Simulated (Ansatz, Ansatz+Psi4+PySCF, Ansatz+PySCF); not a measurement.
```xyz
3

N    -0.0624    0.6595    0.0000
N    -0.0624   -0.5187    0.0000
H     0.8742   -0.9855    0.0000
```

Basis set: cc-pVTZ (spherical functions). Frozen core: 2 orbitals. Correlation on ROHF uses semicanonical orbitals with singles. Charge 0, multiplicity 2.

Computed with Ansatz (development build ahead of 0.2.0); each method stands on the lowest determinant of its kind that the runs found.

The atomization energy at this shape (free ground-state atoms in the same class of orbitals less the molecule, no zero-point energy) of doublet N₂H:

| method | atomization energy |
| --- | --- |
| ROHF-MP2 | 9.38 eV |
| UHF-MP2 | 9.02 eV |

(1) What does ROHF-CCSD(T) give?

## Answers

(1) 9.17 eV. Caution for UHF-MP2: large amplitudes, a single reference is doubtful; the unrestricted determinant is spin contaminated.
